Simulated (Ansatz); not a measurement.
# CH5Si− (SMILES [CH2-][SiH3]): a rigid scan of the bond length Si2–H6

How does the energy rise as the bond length Si2–H6 leaves its equilibrium value, and do density functionals follow CCSD(T)? All other internal coordinates keep their values.

Computed with Ansatz 0.2.0, Gaussian basis. Level: single points in def2-TZVPPD.

Levels: PBE-D4, r2SCAN-D4, PBE0-D4, B3LYP-D4, wB97M-V, Hartree-Fock, MP2, CCSD, CCSD(T). The scan takes 1.304, 1.349, 1.414, 1.490, 1.575, 1.666, 1.763, 1.865, 1.971 Å.

Cores are frozen in the correlated methods. B3LYP uses VWN-RPA correlation.

### 1 The system as given

The minimum, relaxed at PBE0-D4: SMILES `[CH2-][SiH3]`, 7 atoms, charge -1, spin multiplicity 1.

Atoms are counted from 1 here; the program's logs count them from 0.

Bond lengths: C1–Si2 1.776 Å, C1–H3 1.093 Å, C1–H4 1.093 Å, Si2–H5 1.549 Å, Si2–H6 1.516 Å, Si2–H7 1.516 Å. Angles: Si2–C1–H3 117.9°, Si2–C1–H4 117.9°, H3–C1–H4 112.4°, C1–Si2–H5 125.7°, C1–Si2–H6 112.9°, C1–Si2–H7 112.9°, H5–Si2–H6 98.8°, H5–Si2–H7 98.8°, H6–Si2–H7 105.0°.

As a file:

```xyz
7

C    -0.11675   -1.10445    0.36467
Si    0.10295    0.59779   -0.09284
H    -1.13702   -1.46613    0.51509
H     0.52191   -1.84982   -0.11588
H    -0.27252    1.22197   -1.45957
H    -0.64845    1.55455    0.81233
H     1.54988    1.04609   -0.02381
```

Energies of the minimum (eV), from earlier single points: PBE-D4 -8990.16140, r2SCAN-D4 -8994.39186, PBE0-D4 -8991.12826, B3LYP-D4 -8996.96615, wB97M-V -8994.30503, CCSD(T) -8981.20085.

At the minimum the bond length Si2–H6 is 1.516 Å.

### 2 Si2–H6 = 1.304 Å

File ccsdt-tzvppd/in.yaml:

```yaml
crystal:
  periodic: [false, false, false]
  atoms:
    - {symbol: C, position_ang: [-0.116746, -1.104448, 0.364673]}
    - {symbol: Si, position_ang: [0.102953, 0.597789, -0.092840]}
    - {symbol: H, position_ang: [-1.137022, -1.466129, 0.515091]}
    - {symbol: H, position_ang: [0.521914, -1.849822, -0.115882]}
    - {symbol: H, position_ang: [-0.272515, 1.221967, -1.459565]}
    - {symbol: H, position_ang: [-0.543221, 1.420564, 0.685566]}
    - {symbol: H, position_ang: [1.549876, 1.046091, -0.023806]}
basis:
  gaussian: {orbitals: "def2-TZVPPD.json"}
total_charge: -1
correlation: {method: ccsd_t}
```

The basis file named in the input lies beside it (Basis Set Exchange, JSON).

The command line of these runs was not kept.

After this run come: Si2–H6 = 1.349 Å; Si2–H6 = 1.414 Å; Si2–H6 = 1.490 Å; Si2–H6 = 1.575 Å; Si2–H6 = 1.666 Å; Si2–H6 = 1.763 Å; Si2–H6 = 1.865 Å; Si2–H6 = 1.971 Å.

Before running it: what results should come out? Wanted: highest point, CCSD(T); lowest point, CCSD(T); minimum along the scan, CCSD(T); RMS deviation from CCSD(T); largest T1 diagnostic.

As calculated:

| quantity | value |
| --- | --- |
| highest point, CCSD(T) | 0.848 eV at 1.971 Å |
| lowest point, CCSD(T) | 0.000 eV at 1.516 Å |
| minimum along the scan, CCSD(T) | 1.510 Å |
| curvature there | 15.4 eV/Å² |
| RMS deviation from CCSD(T) | PBE-D4 0.070, r2SCAN-D4 0.021, PBE0-D4 0.026, B3LYP-D4 0.036, wB97M-V 0.010, Hartree-Fock 0.033, MP2 0.031, CCSD 0.008 eV |
| largest T1 diagnostic | 0.014 |

**Reading.** A polynomial through the near points puts the CCSD(T) minimum 0.006 Å below the PBE0-D4 value. It is steeper on the short side than on the long one. Curvature against CCSD(T): PBE-D4 -9 %, Hartree-Fock +5 %. Best along the scan: CCSD. Worst: PBE-D4.
